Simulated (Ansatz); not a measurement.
AlH2(CN) (CH₂AlN). The state is a singlet with charge 0. Geometry r2SCAN-D4/def2-TZVP, basis def2-TZVP, Ansatz.

```csv
run,HOMO (eV),LUMO (eV)
A,-11.46,-0.86
B,-10.46,-1.78
C,-7.94,-3.36
D,-7.91,-3.24
E,-10.66,-1.63
F,-8.73,-2.79
```

Q: The runs used BHLYP, CAM-B3LYP, PBE, r2SCANh, revPBE, ωB97M-V. Estimate which is which.

A: A ωB97M-V (range-separated); B BHLYP (50 % exact exchange); C PBE (0 % exact exchange); D revPBE (0 % exact exchange); E CAM-B3LYP (range-separated); F r2SCANh (10 % exact exchange). Exact exchange lowers occupied and raises empty levels; among semilocal functionals meta-GGAs tend to open the gap a little, and such runs are hard to tell apart. The gap grows from 4.58 eV (PBE) to 10.61 eV (ωB97M-V).
